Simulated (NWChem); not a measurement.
System: hydroxide (OH anion); SMILES [OH-]

Here is an NWChem input.

```
start job
memory heap 200 mb stack 900 mb global 1100 mb
charge -1
geometry units angstroms noautoz
  O      0.000000     0.000000     0.103125
  H      0.000000     0.000000    -0.864404
end
basis spherical
  * library def2-qzvp
end
dft
  xc hfexch
  iterations 150
  mulliken
end
task dft energy
```

Output (shortened):

```
             Northwest Computational Chemistry Package (NWChem) 7.3.0
             --------------------------------------------------------

 ORDER OF PRIMARY AXIS IS BEING SET TO 4
 C4V symmetry detected

                             Geometry "geometry" -> ""
                             -------------------------

 Output coordinates in angstroms (scale by  1.889725989 to convert to a.u.)

  No.       Tag          Charge          X              Y              Z
 ---- ---------------- ---------- -------------- -------------- --------------
    1 O                    8.0000     0.00000000     0.00000000     0.10750322
    2 H                    1.0000     0.00000000     0.00000000    -0.86002578

 Effective nuclear repulsion energy (a.u.)       4.3754946797

      Symmetry information
      --------------------

 Group name             C4v
 Group number             18
 Group order               8
 No. of unique centers     2

  xc_inp: hfexch multiplicative factor not found.

                                 NWChem DFT Module
                                 -----------------

 Summary of "ao basis" -> "ao basis" (spherical)
 ------------------------------------------------------------------------------
       Tag                 Description            Shells   Functions and Types
 ---------------- ------------------------------  ------  ---------------------
 O                         def2-qzvp                17       57   7s4p3d2f1g
 H                         def2-qzvp                10       30   4s3p2d1f

      Symmetry analysis of basis
      --------------------------

        a1         28
        a2          1
        b1          9
        b2          9
        e          40

            General Information
            -------------------
          SCF calculation type: DFT
          Wavefunction type:  closed shell.
          No. of atoms     :     2
          No. of electrons :    10
           Alpha electrons :     5
            Beta electrons :     5
          Charge           :    -1
          Spin multiplicity:     1
          Use of symmetry is: on ; symmetry adaption is: on
          Maximum number of iterations: 150
          AO basis - number of functions:    87
                     number of shells:    27
          Convergence on energy requested:  1.00D-06
          Convergence on density requested:  1.00D-05
          Convergence on gradient requested:  5.00D-04

              XC Information
              --------------
                     Hartree-Fock (Exact) Exchange  1.000

      Superposition of Atomic Density Guess
      -------------------------------------

 Sum of atomic energies:         -75.28682404

 Renormalizing density from       9.00 to     10

      Non-variational initial energy
      ------------------------------

 Total energy =     -79.890982
 1-e energy   =    -124.525453
 2-e energy   =      40.258976
 HOMO         =       0.208258
 LUMO         =       0.363687

      Symmetry analysis of molecular orbitals - initial
      -------------------------------------------------

 !! scf_movecs_sym_adapt:   18 vectors were symmetry contaminated

  Symmetry fudging

 !! scf_movecs_sym_adapt:   18 vectors were symmetry contaminated

  Numbering of irreducible representations:

     1 a1          2 a2          3 b1          4 b2          5 e

  Orbital symmetries:

     1 a1          2 a1          3 a1          4 e           5 e
     6 a1          7 a1          8 e           9 e          10 a1
    11 e          12 e          13 a1         14 a1         15 a1

     ---------------------------------------------
      Total Density - Mulliken Population Analysis
     ---------------------------------------------

    Atom       Charge   Shell Charges
 -----------   ------   -------------------------------------------------------
    1 O    8     9.08   1.06  0.00  0.68  0.22  0.38  0.94  0.59  0.80  1.38  1.05  1.97  0.00  0.00 -0.00  0.00 -0.00 -0.00
    2 H    1     0.92   0.11  0.31  0.27  0.10  0.00  0.03  0.06  0.00  0.02  0.00

 !! scf_movecs_sym_adapt:   18 vectors were symmetry contaminated

  Symmetry fudging

 !! scf_movecs_sym_adapt:   18 vectors were symmetry contaminated

   convergence    iter        energy       DeltaE   RMS-Dens  Diis-err
 ---------------- ----- ----------------- --------- --------- ---------
 d= 0,ls=0.0,diis     1    -75.1495780297 -7.95D+01  1.05D-02  3.21D+00

 !! scf_movecs_sym_adapt:   18 vectors were symmetry contaminated

  Symmetry fudging

 !! scf_movecs_sym_adapt:   16 vectors were symmetry contaminated

 d= 0,ls=0.0,diis     2    -75.2494399740 -9.99D-02  4.46D-03  2.22D+00

 !! scf_movecs_sym_adapt:   12 vectors were symmetry contaminated

  Symmetry fudging

 !! scf_movecs_sym_adapt:    8 vectors were symmetry contaminated

 d= 0,ls=0.0,diis     3    -75.4115243046 -1.62D-01  4.26D-04  3.36D-03

 !! scf_movecs_sym_adapt:    8 vectors were symmetry contaminated

  Symmetry fudging

 !! scf_movecs_sym_adapt:    4 vectors were symmetry contaminated

 d= 0,ls=0.0,diis     4    -75.4119014258 -3.77D-04  2.01D-04  1.50D-04

 !! scf_movecs_sym_adapt:    8 vectors were symmetry contaminated

  Symmetry fudging

 !! scf_movecs_sym_adapt:    4 vectors were symmetry contaminated

 d= 0,ls=0.0,diis     5    -75.4119358260 -3.44D-05  8.11D-05  1.67D-05

 !! scf_movecs_sym_adapt:    8 vectors were symmetry contaminated

  Symmetry fudging

 !! scf_movecs_sym_adapt:    4 vectors were symmetry contaminated

  Resetting Diis
 d= 0,ls=0.0,diis     6    -75.4119412452 -5.42D-06  1.57D-05  1.08D-06

 !! scf_movecs_sym_adapt:    6 vectors were symmetry contaminated

  Symmetry fudging

 !! scf_movecs_sym_adapt:    4 vectors were symmetry contaminated

 d= 0,ls=0.0,diis     7    -75.4119416018 -3.57D-07  3.22D-06  8.33D-08

         Total DFT energy =      -75.411941601766
      One electron energy =     -116.625373072264
           Coulomb energy =       45.603105171431
    Exchange-Corr. energy =       -8.765168380676
 Nuclear repulsion energy =        4.375494679744

 Numeric. integr. density =        0.000000000000

                  Occupations of the irreducible representations
                  ----------------------------------------------

                     irrep           alpha         beta
                     --------     --------     --------
                     a1                3.0          3.0
                     a2                0.0          0.0
                     b1                0.0          0.0
                     b2                0.0          0.0
                     e                 2.0          2.0

                       DFT Final Molecular Orbital Analysis
                       ------------------------------------

 Vector    3  Occ=2.000000D+00  E=-2.347167D-01  Symmetry=a1
              MO Center=  5.0D-16, -3.5D-15, -2.3D-02, r^2= 8.9D-01
   Bfn.  Coefficient  Atom+Function         Bfn.  Coefficient  Atom+Function
  ----- ------------  ---------------      ----- ------------  ---------------
     7      0.310045  1 O  s                 10      0.264772  1 O  pz
    13      0.263339  1 O  pz                60     -0.253339  2 H  s
    59     -0.213070  2 H  s                  6      0.171869  1 O  s
    16      0.158133  1 O  pz                19      0.151702  1 O  pz
     5      0.093894  1 O  s                 58     -0.091042  2 H  s

 Vector    4  Occ=2.000000D+00  E=-9.618046D-02  Symmetry=e
              MO Center= -4.5D-16,  1.2D-15,  7.4D-02, r^2= 8.4D-01
   Bfn.  Coefficient  Atom+Function         Bfn.  Coefficient  Atom+Function
  ----- ------------  ---------------      ----- ------------  ---------------
    11      0.289962  1 O  px                 8      0.287000  1 O  px
    17      0.273960  1 O  px                14      0.241356  1 O  px
    12      0.148818  1 O  py                 9      0.147298  1 O  py
    18      0.140605  1 O  py                15      0.123872  1 O  py
    68      0.032668  2 H  px

 Vector    5  Occ=2.000000D+00  E=-9.618046D-02  Symmetry=e
              MO Center= -7.5D-16,  2.2D-15,  7.4D-02, r^2= 8.4D-01
   Bfn.  Coefficient  Atom+Function         Bfn.  Coefficient  Atom+Function
  ----- ------------  ---------------      ----- ------------  ---------------
    12      0.289962  1 O  py                 9      0.287000  1 O  py
    18      0.273960  1 O  py                15      0.241356  1 O  py
    11     -0.148818  1 O  px                 8     -0.147298  1 O  px
    17     -0.140605  1 O  px                14     -0.123872  1 O  px
    69      0.032668  2 H  py

 Vector    6  Occ=0.000000D+00  E= 3.479631D-01  Symmetry=a1
              MO Center= -8.9D-15,  2.1D-15, -1.2D+00, r^2= 4.4D+00
   Bfn.  Coefficient  Atom+Function         Bfn.  Coefficient  Atom+Function
  ----- ------------  ---------------      ----- ------------  ---------------
    61      1.906768  2 H  s                  7     -1.306978  1 O  s
    19      0.379020  1 O  pz                 6      0.371078  1 O  s
    60     -0.301916  2 H  s                  5     -0.176330  1 O  s
    59      0.171056  2 H  s                 16      0.148732  1 O  pz
    70      0.123122  2 H  pz                67     -0.075123  2 H  pz

 Vector    7  Occ=0.000000D+00  E= 6.194722D-01  Symmetry=a1
              MO Center=  2.5D-14, -6.1D-15,  1.2D+00, r^2= 2.7D+00
   Bfn.  Coefficient  Atom+Function         Bfn.  Coefficient  Atom+Function
  ----- ------------  ---------------      ----- ------------  ---------------
    60      3.981831  2 H  s                  7     -2.966829  1 O  s
    19      2.396358  1 O  pz                70      1.104973  2 H  pz
     6     -0.526248  1 O  s                 16      0.336190  1 O  pz
    32     -0.284296  1 O  d  0              78      0.199699  2 H  d  0
    13      0.186279  1 O  pz                67      0.161050  2 H  pz

[...]
```

Level: Hartree-Fock/def2-QZVP. Sets without diffuse functions describe the anion's extra electron poorly. The geometry was optimised at B3LYP/def2-SVPD.
